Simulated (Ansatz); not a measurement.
# P2H (doublet): RPA-PBE over vertical spin and charge gaps, 6-31G

Aim: run P2H (doublet) with these functionals over vertical spin and charge gaps, and hold them against the top wave-function level at the same points.

The runs use Ansatz 0.2.0, Gaussian basis; 6-31G, all electrons in the functionals, frozen cores in the correlation of double hybrids and RPA.

To be run: RPA-PBE, at charge 0, doublet; charge 0, quartet; charge 1, singlet; charge 1, triplet.

3 further runs of the same task are left out: 3 set aside as unsound or not needed.

### 1 The geometry

The geometry is a PBE0/def2-TZVP stationary point (not a proven minimum).

3 atoms, charge 0, spin multiplicity 2.

Atoms are counted from 1 here; the program's logs count them from 0.

Bond lengths: P1–P2 1.991 Å, P1–H3 1.433 Å. Angles: P2–P1–H3 97.2°.

Geometry (Å):

| atom | x (Å) | y (Å) | z (Å) |
| --- | --- | --- | --- |
| P1 | 0.0000 | -0.0767 | 0.9739 |
| P2 | 0.0000 | 0.0334 | -1.0140 |
| H3 | 0.0000 | 1.3332 | 1.2319 |

No dispersion term is added.

The geometry shown and the zero of energy belong to the point charge 0, doublet. The yardstick, FCI, and other wave-function levels (R restricted, U unrestricted, valence and pair active spaces) come from earlier runs.

### 2 RPA-PBE, charge 0, doublet

Contents of in.yaml:

```yaml
crystal:
  periodic: [false, false, false]
  atoms:
    - {symbol: P, position_ang: [0.000000, -0.076741, 0.973875]}
    - {symbol: P, position_ang: [0.000000, 0.033358, -1.013963]}
    - {symbol: H, position_ang: [0.000000, 1.333150, 1.231888]}
basis:
  gaussian: {orbitals: 6-31G}
magnetization: {spin_polarized: true, initial_magnetization: 1}
hamiltonian: {xc: {name: PBE}}
correlation: {method: rpa, electrons: outside_noble_gas}
```

Started as:

```sh
$ ansatz run in.yaml --threads 1 --pin off --events-out ev --progress --plain --max-ram 4096MiB --backend cpu
```

After this run come: RPA-PBE, charge 0, quartet; RPA-PBE, charge 1, singlet; RPA-PBE, charge 1, triplet.

Q: Predict the results of all the runs planned. Wanted: doublet to quartet, FCI; ionisation to the singlet cation, FCI; ionisation to the triplet cation, FCI; largest miss, RPA-PBE.

As calculated:

```
                             quantity                                         value
              doublet to quartet, FCI                                      2.384 eV
ionisation to the singlet cation, FCI                                      8.247 eV
ionisation to the triplet cation, FCI                                      9.529 eV
                largest miss, RPA-PBE  -0.085 eV (ionisation to the singlet cation)
```

What this shows: RPA-PBE strays by up to 0.085 eV, at ionisation to the singlet cation. Functionals and the yardstick converge differently with the basis, so part of each miss in 6-31G is the basis.
